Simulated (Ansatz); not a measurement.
# How far each method lies from UCCSDT(Q) for SiSe, quintet

Geometry: that of the SiSe, triplet, kept fixed.

```xyz
2

Si    0.0000    0.0000    0.0000
Se    0.0000    0.0000    2.3119
```

Basis cc-pVTZ; Ansatz 0.2.0. Correlated methods freeze the noble-gas cores and the filled d shells of p-block atoms, which leaves 10 electrons in 58 orbitals. Prefix R: restricted or restricted open-shell reference; prefix U: unrestricted. Active spaces: valence = (10e, 8o) chosen from the atoms' valence shells. No spin–orbit coupling is included, and no scalar relativity.

Full CI isn't at hand for all of this; UCCSDT(Q) serves as the reference, and is uncertain by the last step of the cluster series or more. The frozen core follows each run's orbitals, which can shift R against U totals by a few meV for light atoms and by up to 0.1 eV past Ca.

* UHF ⟨S²⟩: 6.019
* T1 diagnostic (RCCSD): 0.0385
* largest doubles amplitude (RCCSD): 0.065
* T1 diagnostic (UCCSD): 0.0311

```json
{"level": "UHF", "E − E(UCCSDT(Q)) (kJ/mol)": "559.3", "wall time": "–"}
{"level": "UMP2", "E − E(UCCSDT(Q)) (kJ/mol)": "110.1", "wall time": "–"}
{"level": "UCCSD", "E − E(UCCSDT(Q)) (kJ/mol)": "30.6", "wall time": "–"}
{"level": "UCCSD(T)", "E − E(UCCSDT(Q)) (kJ/mol)": "5.2", "wall time": "19 s"}
{"level": "UCCSDT", "E − E(UCCSDT(Q)) (kJ/mol)": "1.4", "wall time": "–"}
```

Run but not shown, since their state, orbitals or frozen core can't be matched to the reference's or they repeat it: RHF, RMP2, CISD, RCCSD, RCCSD(T), BCCD(T), RCCSDT, RCCSDT(Q), CASSCF (valence space), NEVPT2 (valence space), MRCISD (valence space), MRCISD+Q (valence space).

Times hold each run's SCF and search for its determinant on a shared host, so for small cases they say little of a method's own cost; they ran on 1 thread of Arm Neoverse V1. Some runs computed forces too.

Natural occupations of CASSCF (valence space) about the gap: 1.996 1.973 1.003 1.002 1.001 1.000 0.030; effectively unpaired electrons, Σ n²(2−n)², 4.01.
